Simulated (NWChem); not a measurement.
Program: NWChem. System: FLi, charge 0, spin multiplicity 1, at a geometry optimised with B3LYP/def2-SVP. The structure started from a generated list of species. Level: B3LYP/def2-TZVP, VWN1-RPA local correlation.

The NWChem input:

```
start mol
memory heap 200 mb stack 900 mb global 1100 mb
geometry units angstroms nocenter noautoz
  Li     0.000000     0.000000    -1.146724
  F      0.000000     0.000000     0.382241
  symmetry group C2v
end
basis spherical
  * library def2-tzvp
end
dft
  xc b3lyp
  semidirect memsize 60000000 filesize 0
  iterations 100
end
task dft energy
```

Output (cleaned and shortened):

```
             Northwest Computational Chemistry Package (NWChem) 7.3.0
             --------------------------------------------------------

                                NWChem Input Module
                                -------------------

 Scaling coordinates for geometry "geometry" by  1.889725989
 (inverse scale =  0.529177249)

 Turning off AUTOSYM since
 SYMMETRY directive was detected!

                             Geometry "geometry" -> ""
                             -------------------------

 Output coordinates in angstroms (scale by  1.889725989 to convert to a.u.)

  No.       Tag          Charge          X              Y              Z
 ---- ---------------- ---------- -------------- -------------- --------------
    1 Li                   3.0000     0.00000000     0.00000000    -1.14672400
    2 F                    9.0000     0.00000000     0.00000000     0.38224100

 Effective nuclear repulsion energy (a.u.)       9.3447434853

            Nuclear Dipole moment (a.u.)
            ----------------------------
        X                 Y               Z
 ---------------- ---------------- ----------------
     0.0000000000     0.0000000000    -0.0000056692

      Symmetry information
      --------------------

 Group name             C2v
 Group number             16
 Group order               4
 No. of unique centers     2

      Symmetry unique atoms

     1    2


 Summary of "ao basis" -> "" (spherical)
 ------------------------------------------------------------------------------
       Tag                 Description            Shells   Functions and Types
 ---------------- ------------------------------  ------  ---------------------
 *                         def2-tzvp                  on all atoms

                                 NWChem DFT Module
                                 -----------------

 Summary of "ao basis" -> "ao basis" (spherical)
 ------------------------------------------------------------------------------
       Tag                 Description            Shells   Functions and Types
 ---------------- ------------------------------  ------  ---------------------
 Li                        def2-tzvp                 8       14   5s3p
 F                         def2-tzvp                11       31   5s3p2d1f

 Summary of "ao basis" -> "ao basis" (spherical)
 ------------------------------------------------------------------------------
       Tag                 Description            Shells   Functions and Types
 ---------------- ------------------------------  ------  ---------------------
 Li                        def2-tzvp                 8       14   5s3p
 F                         def2-tzvp                11       31   5s3p2d1f

      Symmetry analysis of basis
      --------------------------

        a1         22
        a2          3
        b1         10
        b2         10

            General Information
            -------------------
          SCF calculation type: DFT
          Wavefunction type:  closed shell.
          No. of atoms     :     2
          No. of electrons :    12
           Alpha electrons :     6
            Beta electrons :     6
          Charge           :     0
          Spin multiplicity:     1
          Use of symmetry is: on ; symmetry adaption is: on
          Maximum number of iterations: 100
          AO basis - number of functions:    45
                     number of shells:    19
          Convergence on energy requested:  1.00D-06
          Convergence on density requested:  1.00D-05
          Convergence on gradient requested:  5.00D-04

              XC Information
              --------------
                         B3LYP Method XC Potential
                     Hartree-Fock (Exact) Exchange  0.200
                        Slater Exchange Functional  0.800 local
                    Becke 1988 Exchange Functional  0.720 non-local
              Lee-Yang-Parr Correlation Functional  0.810
                  VWN I RPA Correlation Functional  0.190 local

             Grid Information
             ----------------
          Grid used for XC integration:  medium
          Radial quadrature: Mura-Knowles
          Angular quadrature: Lebedev.
          Tag              B.-S. Rad. Rad. Pts. Rad. Cut. Ang. Pts.
          ---              ---------- --------- --------- ---------
          Li                  1.45       49           9.0       434
          F                   0.50       49           7.0       434
          Grid pruning is: on
          Number of quadrature shells:    98
          Spatial weights used:  Erf1

          Convergence Information
          -----------------------
          Convergence aids based upon iterative change in
          total energy or number of iterations.
          Levelshifting, if invoked, occurs when the
          HOMO/LUMO gap drops below (HL_TOL):  1.00D-02
          DIIS, if invoked, will attempt to extrapolate
          using up to (NFOCK): 10 stored Fock matrices.

                    Damping( 0%)  Levelshifting(0.5)       DIIS
                  --------------- ------------------- ---------------
          dE  on:    start            ASAP                start
          dE off:    2 iters        100 iters           100 iters

      Screening Tolerance Information
      -------------------------------
          Density screening/tol_rho:  1.00D-10
          AO Gaussian exp screening on grid/accAOfunc:  14
          CD Gaussian exp screening on grid/accCDfunc:  20
          XC Gaussian exp screening on grid/accXCfunc:  20
          Schwarz screening/accCoul:  1.00D-08

      Superposition of Atomic Density Guess
      -------------------------------------

 Sum of atomic energies:        -106.85072996

      Non-variational initial energy
      ------------------------------

 Total energy =    -106.585458
 1-e energy   =    -166.967800
 2-e energy   =      51.037599
 HOMO         =      -0.671030
 LUMO         =      -0.058211

      Symmetry analysis of molecular orbitals - initial
      -------------------------------------------------

 !! scf_movecs_sym_adapt:   26 vectors were symmetry contaminated

  Symmetry fudging

 !! scf_movecs_sym_adapt:   24 vectors were symmetry contaminated

  Numbering of irreducible representations:

     1 a1          2 a2          3 b1          4 b2

  Orbital symmetries:

     1 a1          2 a1          3 a1          4 a1          5 b2
     6 b1          7 a1          8 b2          9 b1         10 a1
    11 a1         12 b1         13 b2         14 a1         15 b1
    16 b2

------------------------------------------------------------
EAF file 0: "./mol.aoints.0" size=524288 bytes
------------------------------------------------------------
               write      read    awrite     aread      wait
               -----      ----    ------     -----      ----
     calls:        1         0         0         0         0
   data(b): 5.24e+05  0.00e+00  0.00e+00  0.00e+00
   time(s): 0.00e+00  0.00e+00  0.00e+00  0.00e+00  0.00e+00
rate(mb/s): 0.00e+00  0.00e+00
------------------------------------------------------------

 !! scf_movecs_sym_adapt:   20 vectors were symmetry contaminated

  Symmetry fudging

 !! scf_movecs_sym_adapt:   20 vectors were symmetry contaminated

   convergence    iter        energy       DeltaE   RMS-Dens  Diis-err    time
 ---------------- ----- ----------------- --------- --------- ---------  ------
 d= 0,ls=0.0,diis     1   -107.3794092688 -1.17D+02  2.63D-02  8.98D-01     0.3

 !! scf_movecs_sym_adapt:   20 vectors were symmetry contaminated

  Symmetry fudging

 !! scf_movecs_sym_adapt:   20 vectors were symmetry contaminated

 d= 0,ls=0.0,diis     2   -106.9684562256  4.11D-01  1.79D-02  5.97D+00     0.3

 !! scf_movecs_sym_adapt:   20 vectors were symmetry contaminated

  Symmetry fudging

 !! scf_movecs_sym_adapt:   18 vectors were symmetry contaminated

 d= 0,ls=0.0,diis     3   -107.4752861967 -5.07D-01  3.33D-04  1.24D-03     0.3

 !! scf_movecs_sym_adapt:   20 vectors were symmetry contaminated

  Symmetry fudging

 !! scf_movecs_sym_adapt:   20 vectors were symmetry contaminated

 d= 0,ls=0.0,diis     4   -107.4753580171 -7.18D-05  1.10D-04  1.03D-04     0.4

 !! scf_movecs_sym_adapt:   20 vectors were symmetry contaminated

  Symmetry fudging

 !! scf_movecs_sym_adapt:   20 vectors were symmetry contaminated

 d= 0,ls=0.0,diis     5   -107.4753706271 -1.26D-05  9.23D-06  7.06D-07     0.4

 !! scf_movecs_sym_adapt:   20 vectors were symmetry contaminated

  Symmetry fudging

 !! scf_movecs_sym_adapt:   20 vectors were symmetry contaminated

 d= 0,ls=0.0,diis     6   -107.4753706808 -5.37D-08  1.66D-06  2.75D-08     0.4

         Total DFT energy =     -107.475370680816
      One electron energy =     -169.706488371857
           Coulomb energy =       65.341324046136
    Exchange-Corr. energy =      -12.454949840388
 Nuclear repulsion energy =        9.344743485294

 Numeric. integr. density =       12.000001975348

     Total iterative time =      0.3s

                  Occupations of the irreducible representations
                  ----------------------------------------------

                     irrep           alpha         beta
                     --------     --------     --------
                     a1                4.0          4.0
                     a2                0.0          0.0
                     b1                1.0          1.0
                     b2                1.0          1.0

                       DFT Final Molecular Orbital Analysis
                       ------------------------------------

 Vector    4  Occ=2.000000D+00  E=-2.940971D-01  Symmetry=a1
              MO Center=  2.1D-16,  2.5D-16,  3.8D-01, r^2= 5.4D-01
   Bfn.  Coefficient  Atom+Function         Bfn.  Coefficient  Atom+Function
  ----- ------------  ---------------      ----- ------------  ---------------
    22      0.487725  2 F  pz                25      0.385111  2 F  pz
    28      0.309569  2 F  pz                 2      0.089232  1 Li s
     8     -0.084648  1 Li pz                 4     -0.064735  1 Li s
     3      0.048641  1 Li s                 18      0.036922  2 F  s
    17      0.036027  2 F  s                 19      0.032620  2 F  s

 Vector    5  Occ=2.000000D+00  E=-2.809036D-01  Symmetry=b1
              MO Center= -1.2D-15,  3.9D-31,  3.3D-01, r^2= 6.5D-01
   Bfn.  Coefficient  Atom+Function         Bfn.  Coefficient  Atom+Function
  ----- ------------  ---------------      ----- ------------  ---------------
    20      0.481479  2 F  px                23      0.376425  2 F  px
    26      0.326349  2 F  px                 9      0.084127  1 Li px
     6      0.051651  1 Li px

 Vector    6  Occ=2.000000D+00  E=-2.809036D-01  Symmetry=b2
              MO Center=  6.3D-31, -1.3D-15,  3.3D-01, r^2= 6.5D-01
   Bfn.  Coefficient  Atom+Function         Bfn.  Coefficient  Atom+Function
  ----- ------------  ---------------      ----- ------------  ---------------
    21      0.481479  2 F  py                24      0.376425  2 F  py
    27      0.326349  2 F  py                10      0.084127  1 Li py
     7      0.051651  1 Li py

 Vector    7  Occ=0.000000D+00  E=-5.102523D-02  Symmetry=a1
              MO Center= -2.5D-14,  3.0D-16, -2.1D+00, r^2= 5.0D+00
   Bfn.  Coefficient  Atom+Function         Bfn.  Coefficient  Atom+Function
  ----- ------------  ---------------      ----- ------------  ---------------
     5      0.704901  1 Li s                 11     -0.360065  1 Li pz
     4      0.280078  1 Li s                  2     -0.117561  1 Li s
     8     -0.090016  1 Li pz                 3     -0.077338  1 Li s
    18     -0.041914  2 F  s                  1     -0.033370  1 Li s
    19     -0.031065  2 F  s

 Vector    8  Occ=0.000000D+00  E= 3.978361D-02  Symmetry=b2
              MO Center= -3.8D-33,  3.1D-15, -1.2D+00, r^2= 5.5D+00
   Bfn.  Coefficient  Atom+Function         Bfn.  Coefficient  Atom+Function
  ----- ------------  ---------------      ----- ------------  ---------------
    10      0.997215  1 Li py                27     -0.212073  2 F  py
    21     -0.136098  2 F  py                 7      0.126388  1 Li py
    24     -0.081415  2 F  py

 Vector    9  Occ=0.000000D+00  E= 3.978361D-02  Symmetry=b1
              MO Center=  2.5D-14,  2.1D-34, -1.2D+00, r^2= 5.5D+00
   Bfn.  Coefficient  Atom+Function         Bfn.  Coefficient  Atom+Function
  ----- ------------  ---------------      ----- ------------  ---------------
     9      0.997215  1 Li px                26     -0.212073  2 F  px
    20     -0.136098  2 F  px                 6      0.126388  1 Li px
    23     -0.081415  2 F  px

 center of mass
 --------------
 x =   0.00000000 y =   0.00000000 z =  -0.05691088

 moments of inertia (a.u.)
 ------------------
          42.774560244777           0.000000000000           0.000000000000
           0.000000000000          42.774560244777           0.000000000000
           0.000000000000           0.000000000000           0.000000000000

     Multipole analysis of the density
     ---------------------------------

     L   x y z        total         alpha         beta         nuclear
     -   - - -        -----         -----         ----         -------
     0   0 0 0     -0.000000     -6.000000     -6.000000     12.000000

     1   1 0 0     -0.000000     -0.000000     -0.000000      0.000000
     1   0 1 0     -0.000000     -0.000000     -0.000000      0.000000
     1   0 0 1     -2.358671     -1.179333     -1.179333     -0.000006

     2   2 0 0     -5.459789     -2.729895     -2.729895      0.000000
     2   1 1 0     -0.000000     -0.000000     -0.000000      0.000000
     2   1 0 1     -0.000000     -0.000000     -0.000000      0.000000
     2   0 2 0     -5.459789     -2.729895     -2.729895      0.000000
     2   0 1 1     -0.000000     -0.000000     -0.000000      0.000000
     2   0 0 2     -1.119529     -9.951488     -9.951488     18.783446

 Task  times  cpu:        0.4s     wall:        0.4s

 Total times  cpu:        0.4s     wall:        0.4s
```
